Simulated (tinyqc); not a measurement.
Worked calculation: UKS/PBE in the sto-3g basis, for CH, spin multiplicity 4. One step of it, computed by the program tinyqc.

Question. Iteration 2: building the Kohn-Sham matrix. J_ij = sum D_kl (ij|kl) with D = D(alpha) + D(beta); F = H + J + V_xc; E = tr D H + tr D J / 2 + E_xc + E_nn.

D(alpha) after iteration 1, order 1C 1s, 1C 2s, 1C 2px, 1C 2py, 1C 2pz, 2H 1s:
```
[[1.058766, -0.239041, 0.000000, 0.000000, 0.075695, -0.012187],
 [-0.239041, 1.007290, 0.000000, 0.000000, -0.321939, -0.109972],
 [0.000000, 0.000000, 1.000000, 0.000000, 0.000000, 0.000000],
 [0.000000, 0.000000, 0.000000, 1.000000, 0.000000, 0.000000],
 [0.075695, -0.321939, 0.000000, 0.000000, 0.231029, 0.319930],
 [-0.012187, -0.109972, 0.000000, 0.000000, 0.319930, 0.646283]]
```

D(beta) after iteration 1, order 1C 1s, 1C 2s, 1C 2px, 1C 2py, 1C 2pz, 2H 1s:
```
[[1.001433, -0.014317, 0.000000, 0.000000, -0.023551, -0.106643],
 [-0.014317, 0.127506, 0.000000, 0.000000, 0.070288, 0.255070],
 [0.000000, 0.000000, 0.000000, 0.000000, 0.000000, 0.000000],
 [0.000000, 0.000000, 0.000000, 0.000000, 0.000000, 0.000000],
 [-0.023551, 0.070288, 0.000000, 0.000000, 0.038991, 0.141829],
 [-0.106643, 0.255070, 0.000000, 0.000000, 0.141829, 0.516341]]
```

core Hamiltonian H = T + V (hartree), order 1C 1s, 1C 2s, 1C 2px, 1C 2py, 1C 2pz, 2H 1s:
```
[[-18.195371, -4.385846, 0.000000, 0.000000, -0.013519, -0.822054],
 [-4.385846, -5.144571, 0.000000, 0.000000, -0.145620, -1.879775],
 [0.000000, 0.000000, -4.063553, 0.000000, 0.000000, 0.000000],
 [0.000000, 0.000000, 0.000000, -4.063553, 0.000000, 0.000000],
 [-0.013519, -0.145620, 0.000000, 0.000000, -4.164732, -1.637932],
 [-0.822054, -1.879775, 0.000000, 0.000000, -1.637932, -3.035590]]
```

Two-electron integrals (ij|kl) in chemists' order, unique and non-zero (hartree):
```
(11|11) 3.541948   (21|11) 0.576921   (21|21) 0.111888   (22|11) 0.854682
(22|21) 0.205284   (22|22) 0.624709   (31|31) 0.020296   (32|31) 0.030858
(32|32) 0.137996   (33|11) 0.852436   (33|21) 0.205335   (33|22) 0.624568
(33|33) 0.672833   (41|41) 0.020296   (42|41) 0.030858   (42|42) 0.137996
(43|43) 0.036269   (44|11) 0.852436   (44|21) 0.205335   (44|22) 0.624568
(44|33) 0.600295   (44|44) 0.672833   (51|51) 0.020296   (52|51) 0.030858
(52|52) 0.137996   (53|53) 0.036269   (54|54) 0.036269   (55|11) 0.852436
(55|21) 0.205335   (55|22) 0.624568   (55|33) 0.600295   (55|44) 0.600295
(55|55) 0.672833   (61|11) 0.107428   (61|21) 0.020719   (61|22) 0.037980
(61|33) 0.037851   (61|44) 0.037851   (61|51) 0.001252   (61|52) 0.002344
(61|55) 0.038252   (61|61) 0.003922   (62|11) 0.270421   (62|21) 0.065882
(62|22) 0.222192   (62|33) 0.216747   (62|44) 0.216747   (62|51) 0.006264
(62|52) 0.044123   (62|55) 0.232868   (62|61) 0.012738   (62|62) 0.105709
(63|31) 0.006535   (63|32) 0.034971   (63|53) 0.008506   (63|63) 0.012610
(64|41) 0.006535   (64|42) 0.034971   (64|54) 0.008506   (64|64) 0.012610
(65|11) 0.235421   (65|21) 0.058076   (65|22) 0.207679   (65|33) 0.197269
(65|44) 0.197269   (65|51) 0.011322   (65|52) 0.073038   (65|55) 0.228269
(65|61) 0.011727   (65|62) 0.117264   (65|65) 0.140328   (66|11) 0.427775
(66|21) 0.105978   (66|22) 0.407346   (66|33) 0.385986   (66|44) 0.385986
(66|51) 0.012267   (66|52) 0.117309   (66|55) 0.449537   (66|61) 0.020753
(66|62) 0.249088   (66|65) 0.304612   (66|66) 0.774606
```

nuclear repulsion = 2.60251087 hartree

V_xc(alpha) (hartree), order 1C 1s, 1C 2s, 1C 2px, 1C 2py, 1C 2pz, 2H 1s:
```
[[-2.296787, -0.328544, 0.000000, 0.000000, 0.003333, -0.061150],
 [-0.328544, -0.601531, 0.000000, 0.000000, 0.006069, -0.220440],
 [0.000000, 0.000000, -0.605906, 0.000000, 0.000000, 0.000000],
 [0.000000, 0.000000, 0.000000, -0.605906, 0.000000, 0.000000],
 [0.003333, 0.006069, 0.000000, 0.000000, -0.578281, -0.213828],
 [-0.061150, -0.220440, 0.000000, 0.000000, -0.213828, -0.508438]]
```

V_xc(beta) (hartree), order 1C 1s, 1C 2s, 1C 2px, 1C 2py, 1C 2pz, 2H 1s:
```
[[-2.249729, -0.303686, 0.000000, 0.000000, -0.002230, -0.057335],
 [-0.303686, -0.398134, 0.000000, 0.000000, -0.073743, -0.185278],
 [0.000000, 0.000000, -0.383601, 0.000000, 0.000000, 0.000000],
 [0.000000, 0.000000, 0.000000, -0.383601, 0.000000, 0.000000],
 [-0.002230, -0.073743, 0.000000, 0.000000, -0.417000, -0.207473],
 [-0.057335, -0.185278, 0.000000, 0.000000, -0.207473, -0.485532]]
```

E_xc = sum of w rho eps_xc = -5.72782365 hartree

Give: Coulomb J; F(alpha); F(beta); total energy of this density.

Answer.

Coulomb J (hartree), order 1C 1s, 1C 2s, 1C 2px, 1C 2py, 1C 2pz, 2H 1s:
```
[[10.6774, 2.0220, 0.0000, 0.0000, 0.0128, 0.3766],
 [2.0220, 4.5043, 0.0000, 0.0000, 0.1498, 1.6762],
 [0.0000, 0.0000, 4.4810, 0.0000, 0.0000, 0.0000],
 [0.0000, 0.0000, 0.0000, 4.4810, 0.0000, 0.0000],
 [0.0128, 0.1498, 0.0000, 0.0000, 4.5351, 1.6268],
 [0.3766, 1.6762, 0.0000, 0.0000, 1.6268, 3.3747]]
```

F(alpha) (hartree), order 1C 1s, 1C 2s, 1C 2px, 1C 2py, 1C 2pz, 2H 1s:
```
[[-9.8147, -2.6924, 0.0000, 0.0000, 0.0026, -0.5066],
 [-2.6924, -1.2418, 0.0000, 0.0000, 0.0103, -0.4240],
 [0.0000, 0.0000, -0.1885, 0.0000, 0.0000, 0.0000],
 [0.0000, 0.0000, 0.0000, -0.1885, 0.0000, 0.0000],
 [0.0026, 0.0103, 0.0000, 0.0000, -0.2079, -0.2249],
 [-0.5066, -0.4240, 0.0000, 0.0000, -0.2249, -0.1693]]
```

F(beta) (hartree), order 1C 1s, 1C 2s, 1C 2px, 1C 2py, 1C 2pz, 2H 1s:
```
[[-9.7677, -2.6675, 0.0000, 0.0000, -0.0029, -0.5028],
 [-2.6675, -1.0384, 0.0000, 0.0000, -0.0695, -0.3888],
 [0.0000, 0.0000, 0.0338, 0.0000, 0.0000, 0.0000],
 [0.0000, 0.0000, 0.0000, 0.0338, 0.0000, 0.0000],
 [-0.0029, -0.0695, 0.0000, 0.0000, -0.0466, -0.2186],
 [-0.5028, -0.3888, 0.0000, 0.0000, -0.2186, -0.1464]]
```

total energy of this density = -37.788996 hartree
